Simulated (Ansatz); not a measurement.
# Ligand exchange: SiH2(SiH3)F + BH(CH3)(NH2) → SiH2(NH2)(SiH3) + BH(CH3)F

Species: SiH2(SiH3)F, singlet; BH(CH3)(NH2), singlet; SiH2(NH2)(SiH3), singlet; BH(CH3)F, singlet. The partners trade F for NH2: Si–F and B–NH2 bonds give way to Si–NH2 and B–F.

Shapes, held fixed at every level: PBE0-D4/def2-TZVP. Flexible molecules stand in one conformer, not always the lowest. Programs: Ansatz 0.2.0. Electronic energies: no zero-point or thermal term.

```tsv
level	kind	ΔE (kJ/mol)	less CCSD(T)/CBS estimate
HF/def2-SVP	Hartree–Fock	+58.7	-13.2
SPW92/def2-TZVPP	LDA	+72.4	+0.5
PBE-D4/def2-TZVPP	GGA	+70.3	-1.6
BHLYP-D4/def2-TZVPP	global hybrid	+70.2	-1.7
MP2/def2-SVP	perturbation theory	+63.4	-8.5
CCSD/def2-SVP	coupled cluster or CI	+63.6	-8.3
CCSD(T)/def2-TZVPP	coupled cluster or CI	+69.9	-2.0
CCSD(T)/CBS estimate	coupled cluster or CI	+71.9	0.0
```

The highest level, CCSD(T)/CBS estimate, gives ΔE = +71.9 kJ/mol; the levels span +58.7 to +72.4. The column of differences is taken from that level and isn't an error. No measured value is set beside it here. The CBS estimate extrapolates MP2 from def2-TZVPP and def2-QZVPP and adds CCSD(T) − MP2 in the triple-zeta set, cores frozen.
